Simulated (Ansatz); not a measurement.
**Molecular dynamics of ClH2O2, charge -1**

input.yaml

```yaml
crystal:
  periodic: [false, false, false]
  atoms:
    - { symbol: Cl, position_ang: [-0.036133, 0.212952, -1.903336] }
    - { symbol: O, position_ang: [-0.007432, 0.616878, 1.049398] }
    - { symbol: O, position_ang: [0.043994, -0.833577, 0.885865] }
    - { symbol: H, position_ang: [-0.030833, 0.864386, 0.081304] }
    - { symbol: H, position_ang: [0.030404, -0.860639, -0.113231] }
total_charge: -1
basis:
  gaussian: { orbitals: def2-SVP }
hamiltonian:
  xc: r2scan
  dispersion: d4
md:
  timestep: 3.0
  n_steps: 100
  ensemble: nve
  temperature: 300.0
  initial_velocities: maxwell_boltzmann
  seed: 750404
scf:
  lower_state_search: "off"
```

Command:

```bash
$ ansatz run input.yaml --threads 1 --pin off --max-ram 2048MiB --backend cpu --events-out ev --progress --plain --runs-dir out
```

It starts from a relaxed structure.

Output, in part (step lines, the closing report, with atoms numbered from 0):

```
md step     0: t =     0.00 fs  T =   300.0 K  F+E_penalty+E_count = -16638.70211905 eV  E_kin = 0.116334 eV  conserved = -16638.58578505 eV  (13 SCF iters)
md step    17: t =    51.00 fs  T = 27204.8 K  F+E_penalty+E_count = -16628.76018251 eV  E_kin = 10.549467 eV  conserved = -16618.21071520 eV  (67 SCF iters)
md step    18: t =    54.00 fs  T = 26283.2 K  F+E_penalty+E_count = -16628.44518537 eV  E_kin = 10.192117 eV  conserved = -16618.25306863 eV  (54 SCF iters)
md step    19: t =    57.00 fs  T = 26796.7 K  F+E_penalty+E_count = -16628.67815534 eV  E_kin = 10.391205 eV  conserved = -16618.28694997 eV  (67 SCF iters)
md step    20: t =    60.00 fs  T = 27289.6 K  F+E_penalty+E_count = -16628.92577176 eV  E_kin = 10.582378 eV  conserved = -16618.34339371 eV  (150 SCF iters)
md step    21: t =    63.00 fs  T = 26586.1 K  F+E_penalty+E_count = -16628.56602922 eV  E_kin = 10.309539 eV  conserved = -16618.25649065 eV  (73 SCF iters)
md step    22: t =    66.00 fs  T = 26957.2 K  F+E_penalty+E_count = -16628.76736231 eV  E_kin = 10.453461 eV  conserved = -16618.31390123 eV  (52 SCF iters)
md step    23: t =    69.00 fs  T = 27591.6 K  F+E_penalty+E_count = -16629.03155211 eV  E_kin = 10.699464 eV  conserved = -16618.33208850 eV  (58 SCF iters)
[... lines left out ...]
md step    97: t =   291.00 fs  T = 28173.7 K  F+E_penalty+E_count = -16629.20154888 eV  E_kin = 10.925183 eV  conserved = -16618.27636598 eV  (33 SCF iters)
md step    98: t =   294.00 fs  T = 28141.4 K  F+E_penalty+E_count = -16629.19115167 eV  E_kin = 10.912682 eV  conserved = -16618.27846937 eV  (25 SCF iters)
md step    99: t =   297.00 fs  T = 28463.7 K  F+E_penalty+E_count = -16629.32221341 eV  E_kin = 11.037635 eV  conserved = -16618.28457814 eV  (24 SCF iters)
md step   100: t =   300.00 fs  T = 28942.5 K  F+E_penalty+E_count = -16629.50224459 eV  E_kin = 11.223320 eV  conserved = -16618.27892478 eV  (34 SCF iters)
Total energy: -16629.50225652 eV, -611.1229360457 hartree
Atom 0 at    -0.249792     0.554367     0.394419 Å, force    -0.071301     0.419912    -1.234360 eV/Å
Atom 1 at    -0.255774    -1.031648     2.485370 Å, force     0.510458     4.048623    -0.684273 eV/Å
Atom 2 at    -0.090834     0.383751     2.119202 Å, force    -0.439207    -4.468520     1.918976 eV/Å
Atom 3 at     4.225767    54.512885   -64.325265 Å, force     0.000015     0.000244    -0.000181 eV/Å
Atom 4 at     9.369597   -59.672267   -58.882952 Å, force     0.000035    -0.000260    -0.000162 eV/Å
Dipole moment:    -3.750488     1.701386    33.306421 e Å
```

The steps, from the saved trajectory:

```csv
time (fs),T (K),potential energy less start (eV),conserved less start (meV/atom)
0.0,300,0.000,0.00
9.0,185,0.073,5.73
18.0,535,0.191,56.39
27.0,8255,3.969,1410.79
36.0,15112,6.422,2433.10
45.0,18068,7.552,2888.48
54.0,26283,10.257,4066.54
63.0,26586,10.136,4065.86
72.0,27057,9.926,4060.39
81.0,27841,9.567,4049.29
90.0,27986,9.510,4049.12
99.0,27431,9.783,4060.67
108.0,27410,9.826,4067.68
117.0,27311,9.843,4063.42
126.0,28151,9.449,4049.69
135.0,28209,9.461,4056.79
144.0,28096,9.514,4058.52
153.0,28020,9.514,4052.70
162.0,27360,9.821,4062.98
171.0,27722,9.662,4059.03
180.0,27848,9.616,4059.74
189.0,28331,9.397,4053.29
198.0,28468,9.322,4048.92
207.0,27781,9.661,4063.43
216.0,28103,9.582,4072.66
225.0,28336,9.438,4062.04
234.0,29376,8.976,4050.30
243.0,29552,8.910,4050.66
252.0,29149,9.121,4061.65
261.0,29409,9.062,4070.07
270.0,30170,8.737,4063.88
279.0,30904,8.383,4050.17
288.0,28563,9.328,4057.57
297.0,28464,9.380,4060.24
```

All steps were run. The conserved energy changed by up to 4100 meV per atom, so the integration failed: the time step of 3 fs is too long for the fastest motions that this run met, and the later frames carry no physical meaning.

Parted: O2–H4 1.00 → 87.00 Å, O3–H5 1.00 → 86.12 Å. Joined: Cl1–O3 2.98 → 1.74 Å. It ends as ClO2 + H + H (total charge -1). Pairs count as bonded within 1.25 times the sum of covalent radii (0.12 Å more for H–H).

Last frame:

```xyz
5
Properties=species:S:1:pos:R:3
Cl -0.250 0.554 0.394
O -0.256 -1.032 2.485
O -0.091 0.384 2.119
H 4.226 54.513 -64.325
H 9.370 -59.672 -58.883
```

Run time: 4 min on 1 thread of Intel(R) Xeon(R) Processor @ 2.50GHz (Skylake/Cascade Lake), on a shared host, peak memory 0.11 GiB.
